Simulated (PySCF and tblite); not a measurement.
The numbers below are computed, except where a source is named.
C4H10O, numbered as in [CH3:1][CH2:2][CH2:3][O:4][CH3:5].

Free energies: PBE0-D3(BJ)/def2-TZVP on GFN2-xTB structures plus GFN2-xTB thermal terms, symmetry and mirror images included. Conformers within 4 kcal/mol (GFN2-xTB free energy) were kept, 7 at most. Codes: tblite and PySCF.

An NOE distance is ⟨r⁻⁶⟩^(−1/6) over all pairs of like atoms and, for the average, over conformers.

Torsions listed: C1–C2–C3–O4, C2–C3–O4–C5. Of a mirror pair one member is shown.

```tsv
conformer	shape	weight %
1	66°, -179°	60.1
2	180°, 180°	29.2
3	-60°, -73°	6.1
4	173°, 72°	4.6
```

Not shown: 1 more, 0.1 % in all.

Question: Which H–H contacts under 3.5 Å would NOEs report (pairs on one atom left out) at 298.15 K?

Answer: 
| pair | in 1 (Å) | in 2 (Å) | in 3 (Å) | in 4 (Å) | average (Å) |
| --- | --- | --- | --- | --- | --- |
| H2 ··· H3 | 2.57 | 2.68 | 2.56 | 2.68 | 2.60 |
| H1 ··· H2 | 2.61 | 2.61 | 2.61 | 2.61 | 2.61 |
| H3 ··· H5 | 2.76 | 2.76 | 2.95 | 2.96 | 2.78 |
| H1 ··· H3 | 3.15 | 2.91 | 3.17 | 2.89 | 3.06 |

Longer pairs under the limit may be missing.
